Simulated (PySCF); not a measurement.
Job file and geometry (Å, from GFN2-xTB) of an NMR shielding run on `InChI=1S/C6H10/c1-3-5-6-4-2/h1H,4-6H2,2H3`, PySCF 2.14.0, density-fitted response routines, GIAO PBE0/pcSseg-1 NMR shielding, non-relativistic, gas phase; density fitting, a coarse starting grid and PySCF grid level 2 are the driver's defaults:

```
{"job": {"kind": "nmr", "xc": "PBE0", "basis": "pcSseg-1"}, "charge": 0, "multiplicity": 1}
C      2.861356     1.050718     0.041389
C      2.160264     0.088258     0.158930
C      1.289167    -1.064139     0.270589
C     -0.129957    -0.741665    -0.211181
C     -0.822465     0.272838     0.694977
C     -2.216851     0.622422     0.191047
H      3.484242     1.889190    -0.054176
H      1.259875    -1.390535     1.314719
H      1.708716    -1.877493    -0.329441
H     -0.713770    -1.665088    -0.237136
H     -0.080695    -0.345732    -1.228301
H     -0.894919    -0.136500     1.705913
H     -0.213099     1.177766     0.746374
H     -2.698883     1.330599     0.860860
H     -2.836345    -0.270291     0.131236
H     -2.164233     1.068597    -0.799726
```

Problem. What does the program print?

Solution. 
```
coarse grid: 12720 points
cycle   1  E = -234.1767929479  dE =  5.486e-01  |g| = 4.345e-01  |ddm| = 3.521e+00
cycle   2  E = -234.1800993971  dE = -3.306e-03  |g| = 4.275e-01  |ddm| = 9.372e-01
cycle   3  E = -234.2281798303  dE = -4.808e-02  |g| = 4.172e-02  |ddm| = 4.214e-01
cycle   4  E = -234.2284999321  dE = -3.201e-04  |g| = 2.038e-02  |ddm| = 5.230e-02
cycle   5  E = -234.2285808560  dE = -8.092e-05  |g| = 1.021e-02  |ddm| = 2.148e-02
cycle   6  E = -234.2286040313  dE = -2.318e-05  |g| = 2.886e-03  |ddm| = 8.469e-03
cycle   7  E = -234.2286061519  dE = -2.121e-06  |g| = 2.602e-04  |ddm| = 2.261e-03
final grid: 120968 points
cycle   8  E = -234.2678327674  dE = -3.811e-05  |g| = 7.625e-03  |ddm| = 4.208e-02
cycle   9  E = -234.2678297074  dE =  3.060e-06  |g| = 8.420e-03  |ddm| = 1.436e-02
cycle  10  E = -234.2678478364  dE = -1.813e-05  |g| = 1.157e-03  |ddm| = 7.360e-03
cycle  11  E = -234.2678481330  dE = -2.966e-07  |g| = 3.960e-04  |ddm| = 1.020e-03
cycle  12  E = -234.2678481692  dE = -3.622e-08  |g| = 1.089e-04  |ddm| = 3.422e-04
cycle  13  E = -234.2678481722  dE = -2.975e-09  |g| = 1.508e-05  |ddm| = 1.029e-04
cycle  14  E = -234.2678481722  dE = -4.923e-11  |g| = 4.171e-06  |ddm| = 1.435e-05
converged SCF energy = -234.2678481722

GIAO shielding tensors (ppm)
atom      isotropic    diamagn.    paramagn.     s11        s22        s33       span
  0 C      111.666     257.488    -145.822     38.339     42.337    254.323    215.984
  1 C       97.097     263.941    -166.845     -6.282      3.160    294.412    300.694
  2 C      165.135     247.666     -82.531    154.596    164.972    175.837     21.241
  3 C      151.381     249.419     -98.037    139.870    148.160    166.114     26.243
  4 C      160.414     248.397     -87.983    145.967    163.952    171.322     25.355
  5 C      170.048     245.951     -75.903    159.053    163.362    187.729     28.676
  6 H       30.350      34.259      -3.908     24.965     25.315     40.771     15.806
  7 H       29.614      28.649       0.965     25.274     28.334     35.234      9.960
  8 H       29.143      27.326       1.817     23.492     28.021     35.918     12.426
  9 H       30.333      32.301      -1.968     25.615     29.796     35.588      9.973
 10 H       30.355      32.570      -2.215     26.253     30.237     34.576      8.323
 11 H       30.635      31.863      -1.227     25.734     30.335     35.836     10.102
 12 H       29.647      32.391      -2.744     24.136     30.517     34.288     10.152
 13 H       30.400      28.341       2.059     25.749     27.695     37.757     12.008
 14 H       30.786      29.306       1.480     26.602     28.856     36.900     10.299
 15 H       30.793      29.980       0.813     26.571     29.054     36.754     10.184
```

Problem. Turn these shieldings into chemical shifts. δ = σ(ref) − σ, references computed at the same level: TMS for 13C (186.93 ppm) and 1H (31.72 ppm).

Solution. Averaging equivalent atoms: C 1: 89.8; C 0: 75.3; C 3: 35.5; C 4: 26.5; C 2: 21.8; C 5: 16.9; H 7/8: 2.34; H 11/12: 1.58; H 9/10: 1.37; H 6: 1.37; H 13/14/15: 1.06 ppm. 

Size and cost of the density-fitted run: 152 basis functions, 15 s wall time on 1 thread of an Arm Neoverse V1, shared host.
